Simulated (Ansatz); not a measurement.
**Relaxing Pt₂I**

These are results of DFT PBE, scalar-relativistic, plane waves, PAW (Ansatz 0.2.0), not measurements. Cutoff 420 eV, Γ-centred k mesh, Gaussian smearing, no spin polarisation in the final step.

Pt₂I was placed on the MoSi2 (C11b) structure type (I4/mmm, No. 139), with I in place of Mo, Pt in place of Si, at a guessed volume.

```
Pt I
1.0
    -1.92809    1.92809    4.72984
     1.92809   -1.92809    4.72984
     1.92809    1.92809   -4.72984
Pt I
2 1
Cartesian
  0.0000 0.0000 6.2907
  0.0000 0.0000 3.1690
  0.0000 0.0000 0.0000
```

Cell and atoms relax at zero pressure; the relaxation can't lower the symmetry of the start. After a coarse first stage the cell is made exact in the group found at 0.06 Å.

Formation energies are uncorrected and refer to the elements' standard structures at the same level.

Q: Describe the relaxed structure.

A: It keeps I4/mmm (No. 139). The result has the MoSi2 (C11b) structure. Conventional cell: a = 3.656 Å, c = 8.600 Å. Around Pt lie 1 I at 2.76 Å, 4 Pt at 2.86 Å, 4 I at 3.01 Å and 1 Pt at 3.07 Å; I has 2 Pt at 2.76 Å and 8 Pt at 3.01 Å.

Space group I4/mmm (No. 139). a = 3.656 Å, b = 3.656 Å, c = 8.600 Å, α = 90.00°, β = 90.00°, γ = 90.00°
| atom | site | symmetry | x | y | z |
| --- | --- | --- | --- | --- | --- |
| Pt | 4e | 4mm | 0.5000 | 0.5000 | 0.1787 |
| I | 2a | 4/mmm | 0.0000 | 0.0000 | 0.0000 |

Q: What are its volume, energy, density and gap?

A: The volume per atom is 19.16 Å³ and the density is 14.94 g/cm³. The energy over the elements is 0.55 eV/atom and the gap on the 18×18×18 mesh is 0 eV (a metal).

The final run used a 18×18×18 mesh on its 3-atom cell and 0.10 eV smearing. The k mesh leaves about 4 meV/atom of noise in metals. Spin–orbit coupling is left out. Symmetry constrained the relaxation, so the result can be a saddle point.

Cost: 3 runs of about 6.4 core-minutes in all, on AMD EPYC 7R43 (Zen 3) (shared hosts).